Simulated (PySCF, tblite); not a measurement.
# C2H4Ge: bond homolysis, part 2 of 2

tblite 0.8.0 and PySCF 2.14.0. Atoms count from 0. Earlier steps stand in the parts before.

## 14. Vibrational analysis with GFN2-xTB

The job: settings as JSON, then the geometry in Å.

```
{"job": {"kind": "ir", "xc": "GFN2-xTB", "basis": "xTB"}, "charge": 0, "multiplicity": 2}
C      1.913943     0.439306     0.403569
C      0.757400     0.178811     0.225808
Ge    -1.081258    -0.249628    -0.049618
H     -1.418352     0.096066    -1.464799
H     -1.247471    -1.713962     0.203831
H     -1.890021     0.559579     0.913556
```

The program printed:

```text
mode    cm-1     km/mol
  1     152.0      0.01
  2     152.2      0.01
  3     499.3     46.89
  4     504.3     58.30
  5     504.9     58.27
  6     755.5    329.85
  7     813.9    148.72
  8     815.1    148.68
  9    1972.3     37.23
 10    2064.3    412.55
 11    2065.7    412.49
 12    2215.4      5.02
ZPE 74.855  H(298)-E 90.516  G(298)-E 3.383 kJ/mol  S 292.24 J/(mol K)
```

It took 0.1 s on 1 thread of Arm Neoverse V1, shared host.

The strongest bands and the atoms that carry them (share of the mass-weighted mode):

| cm⁻¹ | km/mol | atoms |
| --- | --- | --- |
| 499 | 46.9 | C0 41 %, C1 35 %, Ge2 24 % |
| 504 | 58.3 | H5 51 %, H4 23 %, H3 15 % |
| 505 | 58.3 | H3 44 %, H4 36 % |
| 756 | 329.9 | H3 33 %, H4 32 %, H5 32 % |
| 814 | 148.7 | H3 56 %, H5 24 %, H4 18 % |
| 815 | 148.7 | H4 48 %, H5 41 % |
| 2064 | 412.6 | H5 63 %, H4 26 % |
| 2066 | 412.5 | H3 57 %, H4 40 % |

## 15. Optimising the geometry at PBE0-D3(BJ)/def2-SVP

This step treats C2H3Ge radical, labelled `[C]#[C][GeH3]` (the label fixes atoms and charge, not where charge and spin sit).

The job, as its differences from that of step 14:

```diff
@@ -1,2 +1,2 @@
-{"job": {"kind": "ir", "xc": "GFN2-xTB", "basis": "xTB"}, "charge": 0, "multiplicity": 2}
+{"job": {"xc": "PBE0", "basis": "def2-SVP", "d3": "d3bj", "grid": 1, "kind": "geom"}, "charge": 0, "multiplicity": 2}
 C      1.913943     0.439306     0.403569
```

The program printed:

```text
step   0  E = -2154.14046699  max force = 0.046533
step   1  E = -2154.14292266  max force = 0.004285
step   2  E = -2154.14308816  max force = 0.000925
step   3  E = -2154.14308971  max force = 0.000121
optimisation converged
```

Wall time 11 s (1 thread of Arm Neoverse V1, shared host).

Along the way:

| step | energy from step 0 (eV) | largest force component (eV/Å) |
| --- | --- | --- |
| 0 | 0.0000 | 2.3928 |
| 1 | -0.0668 | 0.2203 |
| 2 | -0.0713 | 0.0476 |
| 3 | -0.0714 | 0.0062 |

Close pairs (by a distance rule), those that changed most:

| bond | before (Å) | after (Å) | change (Å) |
| --- | --- | --- | --- |
| Ge2–H3 | 1.495 | 1.534 | +0.039 |
| Ge2–H4 | 1.495 | 1.534 | +0.039 |
| Ge2–H5 | 1.496 | 1.534 | +0.039 |
| C0–C1 | 1.199 | 1.222 | +0.023 |
| C1–Ge2 | 1.908 | 1.906 | -0.002 |

The end geometry stands in the next job.

| at the end point | value |
| --- | --- |
| point group (found at 0.08 Å tolerance) | C3v |
| rotational constants (GHz, main isotopes) | 78.756, 3.872, 3.872 |
| dipole moment (D) | 1.08 |
| ⟨S²⟩ | 0.791 |

## 16. Harmonic vibrations (C2H3Ge radical, [C]#[C][GeH3]): PBE0-D3(BJ)/def2-SVP

The job: settings as JSON, then the geometry in Å.

```
{"job": {"xc": "PBE0", "basis": "def2-SVP", "d3": "d3bj", "grid": 2, "kind": "hessian"}, "charge": 0, "multiplicity": 2}
C      1.948214     0.425391     0.420629
C      0.768946     0.161428     0.237999
Ge    -1.070871    -0.243663    -0.052438
H     -1.421672     0.114709    -1.502460
H     -1.277230    -1.743090     0.199239
H     -1.907866     0.589459     0.927178
```

The program printed:

```text
coarse grid: 25192 points
cycle   1  E = -2154.1007049848  dE = -4.300e-01  |g| = 3.250e-01  |ddm| = 1.901e+00
cycle   2  E = -2154.0806357553  dE =  2.007e-02  |g| = 4.020e-01  |ddm| = 7.376e-01
cycle   3  E = -2154.1315742314  dE = -5.094e-02  |g| = 1.385e-01  |ddm| = 3.745e-01
cycle   4  E = -2154.1420163711  dE = -1.044e-02  |g| = 2.355e-02  |ddm| = 1.236e-01
cycle   5  E = -2154.1426904093  dE = -6.740e-04  |g| = 8.564e-03  |ddm| = 4.175e-02
cycle   6  E = -2154.1429103040  dE = -2.199e-04  |g| = 5.406e-03  |ddm| = 2.348e-02
cycle   7  E = -2154.1430415444  dE = -1.312e-04  |g| = 2.968e-03  |ddm| = 2.245e-02
cycle   8  E = -2154.1430868945  dE = -4.535e-05  |g| = 9.104e-04  |ddm| = 1.894e-02
cycle   9  E = -2154.1430894943  dE = -2.600e-06  |g| = 2.376e-04  |ddm| = 4.481e-03
final grid: 51576 points
cycle  10  E = -2154.1430781318  dE = -8.729e-08  |g| = 2.012e-04  |ddm| = 6.827e-04
cycle  11  E = -2154.1430781695  dE = -3.766e-08  |g| = 2.208e-04  |ddm| = 5.006e-04
cycle  12  E = -2154.1430781931  dE = -2.359e-08  |g| = 7.843e-05  |ddm| = 2.158e-04
cycle  13  E = -2154.1430782060  dE = -1.289e-08  |g| = 6.531e-05  |ddm| = 1.795e-04
cycle  14  E = -2154.1430782329  dE = -2.691e-08  |g| = 3.736e-05  |ddm| = 4.549e-04
cycle  15  E = -2154.1430782496  dE = -1.671e-08  |g| = 1.642e-05  |ddm| = 5.275e-04
cycle  16  E = -2154.1430782525  dE = -2.882e-09  |g| = 1.086e-05  |ddm| = 2.034e-04
cycle  17  E = -2154.1430782533  dE = -8.613e-10  |g| = 5.251e-06  |ddm| = 1.136e-04
cycle  18  E = -2154.1430782536  dE = -3.188e-10  |g| = 8.814e-07  |ddm| = 8.971e-05
cycle  19  E = -2154.1430782537  dE = -5.457e-12  |g| = 2.045e-07  |ddm| = 1.040e-05
converged SCF energy = -2154.1430782537

mode    cm-1
  1     185.6
  2     185.9
  3     525.4
  4     607.4
  5     607.6
  6     844.8
  7     882.6
  8     882.9
  9    2169.9
 10    2185.9
 11    2186.1
 12    2186.7
ZPE 80.454  H(298)-E 95.273  G(298)-E 9.728 kJ/mol  S 286.92 J/(mol K)
```

Run time: 65 s. Hardware: 1 thread of Arm Neoverse V1, shared host; peak memory 1.1 GiB.

Zero-point energy 80.45 kJ/mol (xTB gave 74.86).

## 17. Single point (C₂H₃Ge radical, [C]#[C][GeH3]): M06-2X/def2-TZVP

Geometry: PBE0-D3(BJ)/def2-SVP.

The job: settings as JSON, then the geometry in Å.

```
{"job": {"kind": "sp", "xc": "M06-2X", "basis": "def2-TZVP", "grid": 3}, "charge": 0, "multiplicity": 2}
C      1.948214     0.425391     0.420629
C      0.768946     0.161428     0.237999
Ge    -1.070871    -0.243663    -0.052438
H     -1.421672     0.114709    -1.502460
H     -1.277230    -1.743090     0.199239
H     -1.907866     0.589459     0.927178
```

The program printed:

```text
coarse grid: 25192 points
cycle   1  E = -2154.7708917598  dE = -4.095e-01  |g| = 3.442e-01  |ddm| = 1.609e+00
cycle   2  E = -2154.7913918203  dE = -2.050e-02  |g| = 3.331e-01  |ddm| = 5.330e-01
cycle   3  E = -2154.8146392257  dE = -2.325e-02  |g| = 5.849e-02  |ddm| = 1.845e-01
cycle   4  E = -2154.8164390294  dE = -1.800e-03  |g| = 5.123e-02  |ddm| = 2.432e-01
cycle   5  E = -2154.8181836843  dE = -1.745e-03  |g| = 1.469e-02  |ddm| = 1.020e-01
cycle   6  E = -2154.8184198157  dE = -2.361e-04  |g| = 6.284e-03  |ddm| = 1.149e-01
cycle   7  E = -2154.8185603836  dE = -1.406e-04  |g| = 3.701e-03  |ddm| = 2.041e-02
cycle   8  E = -2154.8186122568  dE = -5.187e-05  |g| = 2.071e-03  |ddm| = 5.101e-02
cycle   9  E = -2154.8186265948  dE = -1.434e-05  |g| = 4.303e-04  |ddm| = 2.003e-02
cycle  10  E = -2154.8186274005  dE = -8.057e-07  |g| = 2.325e-04  |ddm| = 2.092e-03
final grid: 78304 points
cycle  11  E = -2154.8192114673  dE = -4.523e-06  |g| = 1.036e-03  |ddm| = 1.379e-02
cycle  12  E = -2154.8192115657  dE = -9.837e-08  |g| = 1.186e-03  |ddm| = 3.874e-03
cycle  13  E = -2154.8192120705  dE = -5.048e-07  |g| = 3.252e-04  |ddm| = 9.361e-04
cycle  14  E = -2154.8192122096  dE = -1.391e-07  |g| = 1.964e-04  |ddm| = 1.131e-03
cycle  15  E = -2154.8192123718  dE = -1.622e-07  |g| = 1.311e-04  |ddm| = 7.407e-04
cycle  16  E = -2154.8192126289  dE = -2.572e-07  |g| = 8.311e-05  |ddm| = 1.637e-03
cycle  17  E = -2154.8192127258  dE = -9.688e-08  |g| = 2.747e-05  |ddm| = 1.485e-03
cycle  18  E = -2154.8192127358  dE = -9.966e-09  |g| = 9.850e-06  |ddm| = 4.863e-04
converged SCF energy = -2154.8192127358
```

Wall time 17 s (1 thread of Arm Neoverse V1, shared host); peak memory 0.59 GiB.

## 18. Harmonic vibrations (C2H radical): PBE0-D3(BJ)/def2-SVP

The job: settings as JSON, then the geometry in Å.

```
{"job": {"xc": "PBE0", "basis": "def2-SVP", "d3": "d3bj", "grid": 2, "kind": "hessian"}, "charge": 0, "multiplicity": 2}
C      1.946654     0.449444     0.409211
C      0.778093     0.188401     0.219626
H      2.983885     0.681457     0.577208
```

The program printed:

```text
coarse grid: 2792 points
cycle   1  E = -76.4111289468  dE =  1.485e-01  |g| = 2.080e-01  |ddm| = 1.437e+00
cycle   2  E = -76.3888908234  dE =  2.224e-02  |g| = 2.974e-01  |ddm| = 5.913e-01
cycle   3  E = -76.4315371680  dE = -4.265e-02  |g| = 9.462e-02  |ddm| = 2.775e-01
cycle   4  E = -76.4367539290  dE = -5.217e-03  |g| = 1.447e-02  |ddm| = 8.847e-02
cycle   5  E = -76.4371575045  dE = -4.036e-04  |g| = 6.845e-03  |ddm| = 2.937e-02
cycle   6  E = -76.4373524985  dE = -1.950e-04  |g| = 3.987e-03  |ddm| = 2.289e-02
cycle   7  E = -76.4374527760  dE = -1.003e-04  |g| = 5.902e-04  |ddm| = 2.944e-02
cycle   8  E = -76.4374541903  dE = -1.414e-06  |g| = 8.815e-05  |ddm| = 3.453e-03
final grid: 27792 points
cycle   9  E = -76.4512429605  dE = -5.396e-06  |g| = 1.473e-03  |ddm| = 5.551e-03
cycle  10  E = -76.4512423549  dE =  6.055e-07  |g| = 1.906e-03  |ddm| = 2.643e-03
cycle  11  E = -76.4512440148  dE = -1.660e-06  |g| = 6.569e-04  |ddm| = 1.735e-03
cycle  12  E = -76.4512442673  dE = -2.525e-07  |g| = 4.968e-05  |ddm| = 5.764e-04
cycle  13  E = -76.4512442742  dE = -6.838e-09  |g| = 3.057e-05  |ddm| = 1.118e-04
cycle  14  E = -76.4512442793  dE = -5.079e-09  |g| = 1.263e-05  |ddm| = 1.506e-04
cycle  15  E = -76.4512442803  dE = -1.006e-09  |g| = 1.680e-06  |ddm| = 9.744e-05
cycle  16  E = -76.4512442803  dE = -1.037e-11  |g| = 5.720e-07  |ddm| = 8.680e-06
converged SCF energy = -76.4512442803

mode    cm-1
  1     545.0
  2     545.3
  3    2105.2
  4    3475.6
ZPE 39.902  H(298)-E 49.592  G(298)-E -12.703 kJ/mol  S 208.94 J/(mol K)
```

It took 4.4 s on 1 thread of Arm Neoverse V1, shared host.

Zero-point energy 39.90 kJ/mol (xTB gave 37.25).

## 19. Relaxing the molecule with GFN2-xTB

This step treats GeH₃ radical, labelled `[GeH3]` (the label fixes atoms and charge, not where charge and spin sit).

The job: settings as JSON, then the geometry in Å.

```
{"job": {"kind": "relax", "xc": "GFN2-xTB", "basis": "xTB"}, "charge": 0, "multiplicity": 2}
Ge    -1.046200    -0.253900    -0.045800
H     -1.447200     0.111300    -1.510900
H     -1.248400    -1.756700     0.212300
H     -1.918800     0.585900     0.917300
```

The program printed:

```text
step      E/eV     max force
  0     -92.12863    0.992
  1     -92.14992    0.850
  2     -92.22616    0.433
  3     -92.23075    0.373
  4     -92.24182    0.198
  5     -92.24258    0.130
  6     -92.24343    0.028
  7     -92.24349    0.013
  8     -92.24350    0.013
  9     -92.24351    0.012
 10     -92.24353    0.014
 11     -92.24355    0.010
 12     -92.24356    0.003
```

It took 0.02 s on 1 thread of Arm Neoverse V1, shared host.

Step by step:

| step | energy from step 0 (eV) | largest force (eV/Å) |
| --- | --- | --- |
| 0 | 0.0000 | 0.9919 |
| 1 | -0.0213 | 0.8498 |
| 2 | -0.0975 | 0.4333 |
| 3 | -0.1021 | 0.3734 |
| 4 | -0.1132 | 0.1982 |
| 5 | -0.1140 | 0.1298 |
| 6 | -0.1148 | 0.0283 |
| 7 | -0.1149 | 0.0131 |
| 8 | -0.1149 | 0.0131 |
| 9 | -0.1149 | 0.0124 |
| 10 | -0.1149 | 0.0145 |
| 11 | -0.1149 | 0.0100 |
| 12 | -0.1149 | 0.0035 |

Close pairs (by a distance rule), those that changed most:

| bond | before (Å) | after (Å) | change (Å) |
| --- | --- | --- | --- |
| Ge0–H1 | 1.562 | 1.541 | -0.021 |
| Ge0–H3 | 1.547 | 1.541 | -0.007 |
| Ge0–H2 | 1.538 | 1.541 | +0.003 |

The next job starts from the end point, and lists it.

## 20. Vibrational analysis with GFN2-xTB

The job: settings as JSON, then the geometry in Å.

```
{"job": {"kind": "ir", "xc": "GFN2-xTB", "basis": "xTB"}, "charge": 0, "multiplicity": 2}
Ge    -0.932085    -0.212693    -0.035370
H     -1.485455     0.065346    -1.446388
H     -1.305764    -1.691022     0.185008
H     -1.937400     0.525002     0.869695
```

The program printed:

```text
mode    cm-1     km/mol
  1     812.7    190.05
  2     812.8    190.05
  3     815.2    277.01
  4    1582.4    106.40
  5    1787.4    776.28
  6    1788.3    776.30
ZPE 45.451  H(298)-E 55.971  G(298)-E -12.599 kJ/mol  S 229.99 J/(mol K)
```

Wall time 0.07 s (1 thread of Arm Neoverse V1, shared host).

Which atoms move in the most intense modes:

| cm⁻¹ | km/mol | atoms |
| --- | --- | --- |
| 813 | 190.1 | H3 55 %, H2 23 %, H1 20 % |
| 813 | 190.1 | H1 45 %, H2 42 %, H3 11 % |
| 815 | 277.0 | H2 32 %, H1 32 %, H3 32 % |
| 1582 | 106.4 | H1 33 %, H3 33 %, H2 33 % |
| 1787 | 776.3 | H1 62 %, H3 32 % |
| 1788 | 776.3 | H2 61 %, H3 34 % |

## 21. Relaxing the molecule at PBE0-D3(BJ)/def2-SVP

This step treats GeH3 radical, labelled `[GeH3]` (the label fixes atoms and charge, not where charge and spin sit).

The job: settings as JSON, then the geometry in Å.

```
{"job": {"xc": "PBE0", "basis": "def2-SVP", "d3": "d3bj", "grid": 1, "kind": "geom"}, "charge": 0, "multiplicity": 2}
Ge    -0.932085    -0.212693    -0.035370
H     -1.485455     0.065346    -1.446388
H     -1.305764    -1.691022     0.185008
H     -1.937400     0.525002     0.869695
```

The program printed:

```text
step   0  E = -2078.21325355  max force = 0.018765
step   1  E = -2078.21832930  max force = 0.004940
step   2  E = -2078.21842422  max force = 0.002752
step   3  E = -2078.21848005  max force = 0.000307
step   4  E = -2078.21847965  max force = 0.000635
step   5  E = -2078.21848096  max force = 0.000061
optimisation converged
```

Wall time 4.6 s (1 thread of Arm Neoverse V1, shared host).

Relaxation path:

| step | energy from step 0 (eV) | largest force component (eV/Å) |
| --- | --- | --- |
| 0 | 0.0000 | 0.9649 |
| 1 | -0.1381 | 0.2540 |
| 2 | -0.1407 | 0.1415 |
| 3 | -0.1422 | 0.0158 |
| 4 | -0.1422 | 0.0327 |
| 5 | -0.1422 | 0.0031 |

Close pairs (by a distance rule), those that changed most:

| bond | before (Å) | after (Å) | change (Å) |
| --- | --- | --- | --- |
| Ge0–H2 | 1.541 | 1.542 | +0.001 |
| Ge0–H3 | 1.541 | 1.542 | +0.001 |
| Ge0–H1 | 1.541 | 1.542 | +0.001 |

The final coordinates are the input of the step that follows.

| at the end point | value |
| --- | --- |
| point group (found at 0.08 Å tolerance) | C3v |
| rotational constants (GHz, main isotopes) | 129.5, 129.4, 77.576 |
| dipole moment (D) | 0.01 |
| ⟨S²⟩ | 0.752 |

## 22. Harmonic vibrations (GeH₃ radical): PBE0-D3(BJ)/def2-SVP

The job: settings as JSON, then the geometry in Å.

```
{"job": {"xc": "PBE0", "basis": "def2-SVP", "d3": "d3bj", "grid": 2, "kind": "hessian"}, "charge": 0, "multiplicity": 2}
Ge    -1.075330    -0.247612    -0.050498
H     -1.410113     0.105244    -1.513733
H     -1.249921    -1.757430     0.208989
H     -1.926059     0.586295     0.928359
```

The program printed:

```text
coarse grid: 14832 points
cycle   1  E = -2078.2076536237  dE = -7.678e-01  |g| = 2.168e-01  |ddm| = 1.259e+00
cycle   2  E = -2078.2088001887  dE = -1.147e-03  |g| = 2.235e-01  |ddm| = 2.401e-01
cycle   3  E = -2078.2184353537  dE = -9.635e-03  |g| = 5.927e-03  |ddm| = 1.200e-01
cycle   4  E = -2078.2184777701  dE = -4.242e-05  |g| = 1.415e-03  |ddm| = 1.506e-02
cycle   5  E = -2078.2184804484  dE = -2.678e-06  |g| = 5.238e-04  |ddm| = 3.232e-03
final grid: 29160 points
cycle   6  E = -2078.2184592082  dE = -3.898e-07  |g| = 3.385e-04  |ddm| = 1.392e-03
cycle   7  E = -2078.2184592862  dE = -7.796e-08  |g| = 3.092e-04  |ddm| = 7.080e-04
cycle   8  E = -2078.2184593203  dE = -3.419e-08  |g| = 6.784e-05  |ddm| = 2.662e-04
cycle   9  E = -2078.2184593270  dE = -6.678e-09  |g| = 2.864e-05  |ddm| = 1.795e-04
cycle  10  E = -2078.2184593284  dE = -1.422e-09  |g| = 1.323e-06  |ddm| = 9.984e-05
cycle  11  E = -2078.2184593285  dE = -9.095e-12  |g| = 2.269e-07  |ddm| = 7.605e-06
converged SCF energy = -2078.2184593285

mode    cm-1
  1     696.2
  2     859.0
  3     859.4
  4    2112.9
  5    2152.1
  6    2152.5
ZPE 52.828  H(298)-E 63.376  G(298)-E -5.190 kJ/mol  S 229.97 J/(mol K)
```

Wall time 12 s (1 thread of Arm Neoverse V1, shared host); peak memory 0.65 GiB.

Zero-point energy 52.83 kJ/mol (xTB gave 45.45).

## 23. Single point (C2H radical): M06-2X/def2-TZVP

Geometry: PBE0-D3(BJ)/def2-SVP.

The job: settings as JSON, then the geometry in Å.

```
{"job": {"kind": "sp", "xc": "M06-2X", "basis": "def2-TZVP", "grid": 3}, "charge": 0, "multiplicity": 2}
C      1.946654     0.449444     0.409211
C      0.778093     0.188401     0.219626
H      2.983885     0.681457     0.577208
```

The program printed:

```text
coarse grid: 12832 points
cycle   1  E = -76.5811766292  dE =  1.709e-01  |g| = 1.924e-01  |ddm| = 1.085e+00
cycle   2  E = -76.5890754112  dE = -7.899e-03  |g| = 1.810e-01  |ddm| = 6.105e-01
cycle   3  E = -76.6027779044  dE = -1.370e-02  |g| = 7.569e-02  |ddm| = 1.607e-01
cycle   4  E = -76.6060215026  dE = -3.244e-03  |g| = 1.489e-02  |ddm| = 1.422e-01
cycle   5  E = -76.6063966771  dE = -3.752e-04  |g| = 7.293e-03  |ddm| = 5.171e-02
cycle   6  E = -76.6065246708  dE = -1.280e-04  |g| = 3.952e-03  |ddm| = 1.502e-02
cycle   7  E = -76.6065980316  dE = -7.336e-05  |g| = 1.531e-03  |ddm| = 2.102e-02
cycle   8  E = -76.6066030267  dE = -4.995e-06  |g| = 8.870e-04  |ddm| = 9.966e-03
final grid: 38048 points
cycle   9  E = -76.6069280534  dE = -3.206e-06  |g| = 1.072e-03  |ddm| = 7.318e-03
cycle  10  E = -76.6069283262  dE = -2.728e-07  |g| = 9.324e-04  |ddm| = 6.548e-03
cycle  11  E = -76.6069287050  dE = -3.789e-07  |g| = 3.524e-04  |ddm| = 2.192e-03
cycle  12  E = -76.6069288085  dE = -1.034e-07  |g| = 1.834e-04  |ddm| = 8.153e-04
cycle  13  E = -76.6069288990  dE = -9.051e-08  |g| = 6.961e-05  |ddm| = 7.002e-04
cycle  14  E = -76.6069289178  dE = -1.884e-08  |g| = 1.515e-05  |ddm| = 3.897e-04
cycle  15  E = -76.6069289184  dE = -6.263e-10  |g| = 7.152e-06  |ddm| = 8.051e-05
converged SCF energy = -76.6069289184
```

Wall time 2.7 s (1 thread of Arm Neoverse V1, shared host).

## 24. Single point (GeH₃ radical): M06-2X/def2-TZVP

Geometry: PBE0-D3(BJ)/def2-SVP.

The job: settings as JSON, then the geometry in Å.

```
{"job": {"kind": "sp", "xc": "M06-2X", "basis": "def2-TZVP", "grid": 3}, "charge": 0, "multiplicity": 2}
Ge    -1.075330    -0.247612    -0.050498
H     -1.410113     0.105244    -1.513733
H     -1.249921    -1.757430     0.208989
H     -1.926059     0.586295     0.928359
```

The program printed:

```text
coarse grid: 14832 points
cycle   1  E = -2078.7258219756  dE = -8.003e-01  |g| = 2.632e-01  |ddm| = 1.077e+00
cycle   2  E = -2078.7321864245  dE = -6.364e-03  |g| = 2.560e-01  |ddm| = 2.811e-01
cycle   3  E = -2078.7410290352  dE = -8.843e-03  |g| = 1.073e-02  |ddm| = 9.330e-02
cycle   4  E = -2078.7411951264  dE = -1.661e-04  |g| = 3.607e-03  |ddm| = 2.915e-02
cycle   5  E = -2078.7412085424  dE = -1.342e-05  |g| = 1.007e-03  |ddm| = 8.884e-03
cycle   6  E = -2078.7412099597  dE = -1.417e-06  |g| = 2.978e-04  |ddm| = 2.076e-03
final grid: 50064 points
cycle   7  E = -2078.7414391424  dE = -9.221e-07  |g| = 6.445e-04  |ddm| = 1.540e-03
cycle   8  E = -2078.7414392020  dE = -5.965e-08  |g| = 6.319e-04  |ddm| = 5.607e-04
cycle   9  E = -2078.7414392576  dE = -5.558e-08  |g| = 5.450e-05  |ddm| = 2.300e-04
cycle  10  E = -2078.7414392642  dE = -6.610e-09  |g| = 1.690e-05  |ddm| = 1.401e-04
converged SCF energy = -2078.7414392642
```

It took 2.6 s on 1 thread of Arm Neoverse V1, shared host.

## 25. Bond homolysis: M06-2X/def2-TZVP

This step combines the energies above: geometries from PBE0-D3(BJ)/def2-SVP, zero-point and thermal terms from PBE0-D3(BJ)/def2-SVP.

The job: settings as JSON, then the geometry in Å.

```
{"job": {"kind": "bd", "cap": 8, "geom": {"xc": "PBE0", "basis": "def2-SVP", "d3": "d3bj", "grid": 1}, "hess": 1, "level": {"xc": "M06-2X", "basis": "def2-TZVP", "grid": 3}}, "charge": 0, "multiplicity": 1}
C      1.940108     0.451887     0.417345
C      0.769061     0.177217     0.239497
Ge    -1.062465    -0.247822    -0.040547
H      2.975993     0.695196     0.574483
H     -1.436488     0.102637    -1.487892
H     -1.265878    -1.749053     0.209151
H     -1.916342     0.571325     0.937942
```

Output (the driver's rows laid out field by field):

```text
homolysis bond by bond, M06-2X/def2-TZVP // PBE0-D3(BJ)/def2-SVP

row 1
  atoms                   2 4
  elements                Ge H
  length                  1.5354
  fragments               formula C2H3Ge, charge 0, multiplicity 2, smiles C#[C][GeH2], kept yes, pieces 1, point_group Cs, largest_spin Ge 0.907; formula H, charge 0, multiplicity 2, smiles [H], kept yes, pieces 1
  electronic              352.65
  zero_kelvin             327.96
  enthalpy                333.88
  free_energy             296.26

row 2
  atoms                   0 3
  elements                C H
  length                  1.0756
  fragments               formula C2H3Ge, charge 0, multiplicity 2, smiles [C]#[C][GeH3], kept yes, pieces 1, point_group C3v, largest_spin C 1.162; formula H, charge 0, multiplicity 2, smiles [H], kept yes, pieces 1
  electronic              567.45
  zero_kelvin             537.11
  enthalpy                543.21
  free_energy             507.15

row 3
  atoms                   1 2
  elements                C Ge
  length                  1.9009
  fragments               formula C2H, charge 0, multiplicity 2, smiles [C]#C, kept yes, pieces 1, point_group Cinfv, largest_spin C 1.187; formula GeH3, charge 0, multiplicity 2, smiles [GeH3], kept yes, pieces 1, point_group C3v, largest_spin Ge 0.986
  electronic              486.04
  zero_kelvin             467.97
  enthalpy                473.29
  free_energy             426.13
```

Run time: 4.5 min. Hardware: 1 thread of Arm Neoverse V1, shared host.

Dissociation energies (kJ/mol, gas phase, 298 K for the thermal columns):

| bond | fragments | electronic | enthalpy | free energy |
| --- | --- | --- | --- | --- |
| Ge2–H4 | C#[C][GeH2] + [H] | 352.6 | 333.9 | 296.3 |
| C0–H3 | [C]#[C][GeH3] + [H] | 567.5 | 543.2 | 507.1 |
| C1–Ge2 | [C]#C + [GeH3] | 486.0 | 473.3 | 426.1 |

## 26. What came out

What follows sums up all 2 parts.

| quantity | value |
| --- | --- |
| strongest single infrared mode (GFN2-xTB) | 2096 cm⁻¹, 443 km/mol |
| zero-point energy (GFN2-xTB) | 25.2 kcal/mol |
| point group | C3v |
| rotational constants (main isotopes) | 79.13, 3.54, 3.54 GHz |
| bond enthalpy (ΔH), Ge2–H4 (M06-2X/def2-TZVP) | 333.9 kJ/mol |
| bond enthalpy (ΔH), C0–H3 (M06-2X/def2-TZVP) | 543.2 kJ/mol |
| bond enthalpy (ΔH), C1–Ge2 (M06-2X/def2-TZVP) | 473.3 kJ/mol |

All 15 modes are real, so the xTB geometry is a minimum. Unscaled tight-binding wavenumbers are off by several per cent, some by more. Its intensities can rank the bands wrongly. Relaxing lowered the energy by 0.077 eV in 3 steps; the close pair that moved most is Ge2–H4, from 1.491 to 1.535 Å (PBE0/def2-SVP). Steps that list no spin-orbit terms leave them out, which matters at and beside the heavy atoms. At M06-2X/def2-TZVP the bond enthalpy (ΔH) runs from 333.9 kJ/mol (Ge2–H4) to 543.2 kJ/mol (C0–H3).
